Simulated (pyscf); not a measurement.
H₃C–In [singlet] + H₂S -> HS–In [singlet] + methane (CH₄), a four-centre exchange (singlet surface; C–In, H–S broken, In–S, C–H formed). Structures and frequencies: ωB97X-D3(BJ)/def2-SVP in PySCF. Correlated levels are frozen-core, on RHF or UHF. ΔMP2 is the change of the MP2 total energy from the triple- to the quadruple-zeta basis. Energies in kcal/mol from the separated reactants.

Small-basis levels: PySCF, no dispersion term, spherical d functions. 

### Question
Quick B3LYP/LANL2DZ single points give ΔE‡ = 6.6 kcal/mol and ΔE = -44.5 kcal/mol. What does CCSD(T)/def2-TZVPP + ΔMP2(QZVPP) give, and how far is the quick result from it?

### Answer
CCSD(T)/def2-TZVPP + ΔMP2(QZVPP) gives ΔE‡ = 6.9 kcal/mol and ΔE = -39.1 kcal/mol. B3LYP/LANL2DZ lies 0.3 kcal/mol under it in the barrier and 5.4 kcal/mol under it in the reaction energy, so on this step it does not hold to within 3.0 kcal/mol. CCSD(T)/def2-TZVPP + ΔMP2(QZVPP) has limits of its own. On the reactant side the descent ends in a complex, 7.2 kcal/mol under the separated species and 11.7 kcal/mol under the saddle at ωB97X-D3(BJ)/def2-TZVP. At ωB97X-D3(BJ)/def2-TZVP the barrier from the zero used here is 4.5 kcal/mol. This is the saddle that the search found; another between the same sides may lie lower. The CCSD(T) − MP2 part came from Ansatz, without density fitting, on the same reference. The frozen core leaves the outer d or s,p core shells of the metals and heavy elements correlated in the MP2 and CC values, and def2-TZVPP describes them poorly, which can shift differences by a few kcal/mol. In the def2 sets elements past Kr carry core potentials, without spin-orbit coupling.
